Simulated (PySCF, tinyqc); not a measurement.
Inside a calculation (part 2 of 2). Method: RHF in the sto-6g basis, for BH, spin multiplicity 1. The lowest restricted solution is unstable here: a spin-polarised one lies 0.0945 hartree lower (PySCF). Computed by tinyqc, a small Python program that keeps every step (integrals from PySCF). Command: `OMP_NUM_THREADS=1 python tinyqc.py 25205 25206 out.jsonl` (the two numbers bound the seeds that draw the settings). One thread of a shared host (Intel(R) Xeon(R) Processor @ 2.60GHz), about 0.07 s of CPU time with the checks.

Geometry (angstrom):
```
atom         x         y         z
B     0.000000  0.000000  0.000000
H     0.000000  0.000000  2.408000
```

## Iteration 20 (converged): orbitals

converged F (hartree), order 1B 1s, 1B 2s, 1B 2px, 1B 2py, 1B 2pz, 2H 1s:
```
[[-7.513904, -2.094905, 0.000000, 0.000000, -0.008566, -0.035642],
 [-2.094905, -1.000848, 0.000000, 0.000000, 0.023387, -0.104752],
 [0.000000, 0.000000, 0.213979, 0.000000, 0.000000, 0.000000],
 [0.000000, 0.000000, 0.000000, 0.213979, 0.000000, 0.000000],
 [-0.008566, 0.023387, 0.000000, 0.000000, 0.046934, -0.170842],
 [-0.035642, -0.104752, 0.000000, 0.000000, -0.170842, -0.066364]]
```

X, order 1B 1s, 1B 2s, 1B 2px, 1B 2py, 1B 2pz, 2H 1s:
```
[[-0.777670, 0.272075, 0.000000, 0.000000, -0.247092, 0.579682],
 [0.826808, -0.100528, 0.000000, 0.000000, -0.108622, 0.615346],
 [0.000000, 0.000000, 0.150215, 0.988653, 0.000000, 0.000000],
 [0.000000, 0.000000, 0.988653, -0.150215, 0.000000, 0.000000],
 [0.119596, 0.737225, 0.000000, 0.000000, 0.668146, 0.095158],
 [-0.293737, -0.703123, 0.000000, 0.000000, 0.620469, 0.236104]]
```

Diagonalise F' = X^T F X, C = X C', fill 3 alpha and 3 beta electrons from the bottom; D = 2 C_occ C_occ^T. Each column has its largest component positive (the first on a tie).

F' = X^T F X (hartree):
```
[[-2.486634, 1.139547, 0.000000, 0.000000, -1.091386, 2.896291],
 [1.139547, -0.289993, 0.000000, 0.000000, 0.541155, -1.289256],
 [0.000000, 0.000000, 0.213979, 0.000000, 0.000000, 0.000000],
 [0.000000, 0.000000, 0.000000, 0.213979, 0.000000, 0.000000],
 [-1.091386, 0.541155, 0.000000, 0.000000, -0.704784, 1.508016],
 [2.896291, -1.289256, 0.000000, 0.000000, 1.508016, -4.447759]]
```

orbital energies (hartree): [-7.515580, -0.456823, -0.162528, 0.205762, 0.213979, 0.213979]

coefficients C, order 1B 1s, 1B 2s, 1B 2px, 1B 2py, 1B 2pz, 2H 1s:
```
[[0.995655, -0.284355, 0.044468, -0.041431, 0.000000, 0.000000],
 [0.015967, 1.014345, -0.174570, 0.156656, 0.000000, 0.000000],
 [0.000000, 0.000000, 0.000000, 0.000000, 0.834927, 0.550360],
 [0.000000, 0.000000, 0.000000, 0.000000, -0.550360, 0.834927],
 [0.001146, -0.019272, 0.570544, 0.829087, 0.000000, 0.000000],
 [-0.000744, 0.138518, 0.755325, -0.657029, 0.000000, 0.000000]]
```

D after iteration 20, order 1B 1s, 1B 2s, 1B 2px, 1B 2py, 1B 2pz, 2H 1s:
```
[[2.148329, -0.560599, 0.000000, 0.000000, 0.063984, -0.013082],
 [-0.560599, 2.119252, 0.000000, 0.000000, -0.238261, 0.017274],
 [0.000000, 0.000000, 0.000000, 0.000000, 0.000000, 0.000000],
 [0.000000, 0.000000, 0.000000, 0.000000, 0.000000, 0.000000],
 [0.063984, -0.238261, 0.000000, 0.000000, 0.651787, 0.856552],
 [-0.013082, 0.017274, 0.000000, 0.000000, 0.856552, 1.179406]]
```

Within a degenerate level the vectors are fixed only up to a rotation; this is one choice.

## Convergence

Stop when the energy changes by less than 1e-10 hartree and every element of the error matrix X^T (F D S - S D F) X is below 3e-06.

Course of the cycle:
```
iteration   E (hartree)     change  largest element of the error matrix
1           -7.68046937          -                             5.90e-02
2          -20.84869578  -1.32e+01                             3.29e-01
3          -23.48776609  -2.64e+00                             1.62e-01
4          -24.18746285  -7.00e-01                             9.79e-02
5          -24.51286889  -3.25e-01                             1.12e-01
6          -24.70643395  -1.94e-01                             6.91e-02
7          -24.76242355  -5.60e-02                             1.66e-02
8          -24.77452200  -1.21e-02                             8.51e-03
9          -24.77700974  -2.49e-03                             4.01e-03
10         -24.77751687  -5.07e-04                             1.88e-03
11         -24.77762017  -1.03e-04                             8.74e-04
12         -24.77764122  -2.11e-05                             4.06e-04
13         -24.77764552  -4.30e-06                             1.89e-04
14         -24.77764640  -8.78e-07                             8.78e-05
15         -24.77764658  -1.80e-07                             4.08e-05
16         -24.77764661  -3.68e-08                             1.90e-05
17         -24.77764662  -7.54e-09                             8.83e-06
18         -24.77764662  -1.55e-09                             4.11e-06
19         -24.77764662  -3.19e-10                             1.91e-06
20         -24.77764662  -6.56e-11                             8.89e-07
```

PySCF RHF in the same basis = -24.77764662 hartree

Converged in 20 iterations.

## Populations, bond orders and dipole

overlap S, order 1B 1s, 1B 2s, 1B 2px, 1B 2py, 1B 2pz, 2H 1s:
```
[[1.000000, 0.264891, 0.000000, 0.000000, 0.000000, 0.004207],
 [0.264891, 1.000000, 0.000000, 0.000000, 0.000000, 0.086953],
 [0.000000, 0.000000, 1.000000, 0.000000, 0.000000, 0.000000],
 [0.000000, 0.000000, 0.000000, 1.000000, 0.000000, 0.000000],
 [0.000000, 0.000000, 0.000000, 0.000000, 1.000000, 0.114019],
 [0.004207, 0.086953, 0.000000, 0.000000, 0.114019, 1.000000]]
```

Mulliken: Z minus the diagonal of D S on the atom; Loewdin: the same with S^(1/2) D S^(1/2); Mayer order: 2 sum_s sum (D(s) S)_ij (D(s) S)_ji over the two atoms.

Charges (e):
```
atom   Mulliken    Loewdin
1B     0.278517   0.277527
2H    -0.278517  -0.277527
```

Mayer bond orders:
```
pair     order
2-1   0.922428
```

dipole moment about the origin, x y z (debye): [0.000000, 0.000000, -2.416530]
